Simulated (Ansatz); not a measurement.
C2H5O (`CC[O]`) radical: measurement beside calculation (Ansatz, PBE0-D4/def2-TZVP geometry).

```xyz
8

C     0.387   -0.579   -0.374
C    -0.338    0.547    0.335
O    -1.480    0.204    0.981
H     1.293   -0.212   -0.863
H    -0.257   -1.028   -1.133
H     0.670   -1.357    0.337
H    -0.590    1.373   -0.359
H     0.315    1.051    1.076
```

Enthalpy of formation at 298 K: -3.7 kcal/mol (zero for an element's reference state; older measured values of the G2 set, as listed by Staroverov and co-workers, J. Chem. Phys. 119, 12129, 2003). With their computed zero-point and thermal terms and the atoms' enthalpies of Curtiss and co-workers (1997) it gives an electronic atomization energy of 696.7 kcal/mol.

```json
{"level": "LDA (SPW92)", "atomization (kcal/mol)": "803.3", "error": "106.6", "error per bond": "15.2"}
{"level": "PBE-D4", "atomization (kcal/mol)": "717.3", "error": "20.7", "error per bond": "3.0"}
{"level": "revPBE-D4", "atomization (kcal/mol)": "700.1", "error": "3.4", "error per bond": "0.5"}
{"level": "BLYP-D4", "atomization (kcal/mol)": "702.0", "error": "5.3", "error per bond": "0.8"}
{"level": "r2SCAN-D4", "atomization (kcal/mol)": "704.4", "error": "7.7", "error per bond": "1.1"}
{"level": "B97M-V", "atomization (kcal/mol)": "701.9", "error": "5.2", "error per bond": "0.7"}
{"level": "PBE0-D4", "atomization (kcal/mol)": "703.9", "error": "7.2", "error per bond": "1.0"}
{"level": "B3LYP-D4", "atomization (kcal/mol)": "702.2", "error": "5.5", "error per bond": "0.8"}
{"level": "r2SCANh-D4", "atomization (kcal/mol)": "700.1", "error": "3.4", "error per bond": "0.5"}
{"level": "r2SCAN0-D4", "atomization (kcal/mol)": "694.2", "error": "-2.5", "error per bond": "-0.4"}
{"level": "HSE06-D4", "atomization (kcal/mol)": "704.4", "error": "7.8", "error per bond": "1.1"}
{"level": "BHLYP-D4", "atomization (kcal/mol)": "681.8", "error": "-14.9", "error per bond": "-2.1"}
{"level": "CAM-B3LYP-D4", "atomization (kcal/mol)": "704.9", "error": "8.3", "error per bond": "1.2"}
{"level": "ωB97X-V", "atomization (kcal/mol)": "701.0", "error": "4.3", "error per bond": "0.6"}
{"level": "ωB97M-V", "atomization (kcal/mol)": "701.2", "error": "4.5", "error per bond": "0.6"}
{"level": "B2PLYP", "atomization (kcal/mol)": "692.9", "error": "-3.8", "error per bond": "-0.5"}
{"level": "PBE-QIDH", "atomization (kcal/mol)": "694.5", "error": "-2.2", "error per bond": "-0.3"}
{"level": "PBE", "atomization (kcal/mol)": "715.3", "error": "18.7", "error per bond": "2.7"}
{"level": "revPBE", "atomization (kcal/mol)": "692.3", "error": "-4.4", "error per bond": "-0.6"}
{"level": "BLYP", "atomization (kcal/mol)": "697.4", "error": "0.7", "error per bond": "0.1"}
{"level": "r2SCAN", "atomization (kcal/mol)": "703.9", "error": "7.2", "error per bond": "1.0"}
{"level": "PBE0", "atomization (kcal/mol)": "702.3", "error": "5.6", "error per bond": "0.8"}
{"level": "B3LYP", "atomization (kcal/mol)": "699.0", "error": "2.3", "error per bond": "0.3"}
{"level": "r2SCANh", "atomization (kcal/mol)": "699.6", "error": "3.0", "error per bond": "0.4"}
{"level": "r2SCAN0", "atomization (kcal/mol)": "693.7", "error": "-3.0", "error per bond": "-0.4"}
{"level": "HSE06", "atomization (kcal/mol)": "703.0", "error": "6.3", "error per bond": "0.9"}
{"level": "BHLYP", "atomization (kcal/mol)": "679.7", "error": "-16.9", "error per bond": "-2.4"}
{"level": "CAM-B3LYP", "atomization (kcal/mol)": "703.4", "error": "6.7", "error per bond": "1.0"}
{"level": "LC-ωPBE", "atomization (kcal/mol)": "699.9", "error": "3.2", "error per bond": "0.5"}
{"level": "HF/def2-TZVPP", "atomization (kcal/mol)": "517.5", "error": "-179.2", "error per bond": "-25.6"}
{"level": "MP2/def2-TZVPP", "atomization (kcal/mol)": "684.2", "error": "-12.5", "error per bond": "-1.8"}
{"level": "SCS-MP2/def2-TZVPP", "atomization (kcal/mol)": "683.8", "error": "-12.8", "error per bond": "-1.8"}
{"level": "CCSD/def2-TZVPP", "atomization (kcal/mol)": "672.8", "error": "-23.9", "error per bond": "-3.4"}
{"level": "CCSD(T)/def2-TZVPP", "atomization (kcal/mol)": "681.0", "error": "-15.7", "error per bond": "-2.2"}
{"level": "HF/def2-QZVPP", "atomization (kcal/mol)": "518.2", "error": "-178.5", "error per bond": "-25.5"}
{"level": "MP2/def2-QZVPP", "atomization (kcal/mol)": "693.4", "error": "-3.2", "error per bond": "-0.5"}
{"level": "SCS-MP2/def2-QZVPP", "atomization (kcal/mol)": "694.3", "error": "-2.4", "error per bond": "-0.3"}
{"level": "HF/CBS(def2)", "atomization (kcal/mol)": "518.3", "error": "-178.4", "error per bond": "-25.5"}
{"level": "MP2/CBS(def2)", "atomization (kcal/mol)": "699.9", "error": "3.2", "error per bond": "0.5"}
{"level": "CCSD/CBS(def2)", "atomization (kcal/mol)": "688.5", "error": "-8.2", "error per bond": "-1.2"}
{"level": "CCSD(T)/CBS(def2)", "atomization (kcal/mol)": "696.7", "error": "0.0", "error per bond": "0.0"}
```

Functionals use def2-TZVPP; B3LYP here is the variant with VWN-RPA as its local correlation; programs differ in this. The calculations leave out spin–orbit coupling, scalar relativity and, for the correlated methods, core correlation; together these are worth up to about 1 kcal/mol a heavy atom. HSE06 is defined as in plane-wave codes. CBS adds triple-zeta CCSD(T) − MP2 to the MP2 limit. T1 = 0.018.
